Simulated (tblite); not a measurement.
Compound: C₃H₄Cl (doublet state).
Structure used (GFN2-xTB), in Å, numbered top down from 1:
```xyz
8
C3H4Cl angstrom
C     -1.2682   -0.0173    0.2653
C     -0.0945    0.2122   -0.3923
C      1.1407   -0.1595    0.0982
Cl     2.5777    0.1460   -0.7564
H     -2.2094    0.2880   -0.1516
H     -1.2839   -0.5111    1.2207
H     -0.1200    0.7121   -1.3517
H      1.2667   -0.6611    1.0433
```

Computed with GFN2-xTB (tblite): harmonic, unscaled wavenumbers at the GFN2-xTB geometry, gas phase. This tight-binding method is rough: wavenumbers can miss measured ones by several per cent, in bad cases by 10 to 20. One conformer, not necessarily the lowest. Open shells enter through the occupations alone, without spin polarisation, and single modes of such species can be off by tens of per cent.

Harmonic wavenumbers (cm⁻¹): 188.6, 252.9, 419.8, 538.1, 634.4, 776.6, 802.8, 977.7, 984.7, 1194.2, 1242.3, 1294.5, 1414.0, 1491.6, 3065.1, 3092.1, 3119.8, 3160.5.

A = 46276, B = 2676, C = 2530 MHz; mass 75.000 u (most abundant isotopes); point group Cs, symmetry number 1; spin multiplicity 2.

Zero-point energy?

½Σν̃ = 12325 cm⁻¹ = 35.24 kcal/mol.

Give the ideal-gas entropy at 500 K and 1 bar in the rigid-rotor, harmonic-oscillator model (classical rotation).

Translation 41.46, rotation 25.98, vibration 13.51, spin (R ln 2) 1.38: S = 82.3 cal/(mol K).

And Cp and H(500 K) − H(0)?

Cp = 24.90 cal/(mol K), of which vibrations give 16.95 (their classical limit is 18 R = 35.8); H(500 K) − H(0) = 7.99 kcal/mol without the zero-point energy, 4.01 from vibrations.

How do the functions run with temperature in this model?

| T (K) | S (cal/(mol K)) | Cp (cal/(mol K)) | H − H(0) (kcal/mol) | G − H(0) (kcal/mol) | ln q(vib) |
| --- | --- | --- | --- | --- | --- |
| 50 | 50.6 | 8.3 | 0.40 | -2.13 | 0.01 |
| 100 | 56.8 | 10.0 | 0.86 | -4.83 | 0.10 |
| 298.15 | 71.3 | 18.0 | 3.62 | -17.64 | 1.20 |
| 373.15 | 75.6 | 20.9 | 5.08 | -23.15 | 1.76 |
| 750 | 93.5 | 30.3 | 14.94 | -55.20 | 4.79 |
| 1000 | 102.7 | 33.8 | 22.97 | -79.77 | 6.74 |

q(vib) and H(0) count from the zero-point level.

Which modes carry the vibrational entropy at 500 K?

188.6 cm⁻¹: 3.23; 252.9 cm⁻¹: 2.66; 419.8 cm⁻¹: 1.73; 538.1 cm⁻¹: 1.31; 634.4 cm⁻¹: 1.05; 776.6 cm⁻¹: 0.76 cal/(mol K); the other 12 give 2.78 together.

Hindered rotation and anharmonicity are outside this model. Other conformers, if any are populated, would add a mixing term that is left out.

On an Arm Neoverse V2 with one thread, no GPU, shared host with 96 logical CPUs at a one-minute load of 37, this took under 0.1 s wall. This covers the Hessian and the dipole derivatives.
